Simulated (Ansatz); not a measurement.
## Ansatz (development build ahead of 0.2.0) run

```yaml
crystal:
  periodic: [false, false, false]
  atoms:
    - { symbol: C, position_ang: [0.03845, 0.03027, -0.025] }
    - { symbol: C, position_ang: [1.40175, -0.04566, 0.03867] }
    - { symbol: C, position_ang: [-0.75251, 1.22462, -0.04763] }
    - { symbol: C, position_ang: [-0.67532, -1.1992, 0.06523] }
    - { symbol: H, position_ang: [1.98868, -0.8852, -0.00545] }
    - { symbol: H, position_ang: [2.01409, 0.89141, -0.03586] }
    - { symbol: H, position_ang: [-1.72883, 1.28285, 0.0098] }
    - { symbol: H, position_ang: [-0.17683, 2.18909, 0.07964] }
    - { symbol: H, position_ang: [-1.85345, -1.24131, 0.01357] }
    - { symbol: H, position_ang: [-0.19137, -2.19329, -0.03637] }
basis:
  gaussian: { orbitals: "6-31G" }
magnetization:
  spin_polarized: true
  initial_magnetization: 2
hamiltonian:
  xc: hf
correlation:
  method: mp2
  frozen_orbitals: { C: 1, H: 0 }
```

The input is written out in the form of the current development build from the run's settings.

Results

* Converged: yes
* Reference energy: -154.81826 hartree
* Correlation energy: -0.29522 hartree
* Total energy: -155.11348 hartree
* Spin squared of the determinant: 2.212

Caution: the unrestricted determinant is spin contaminated.
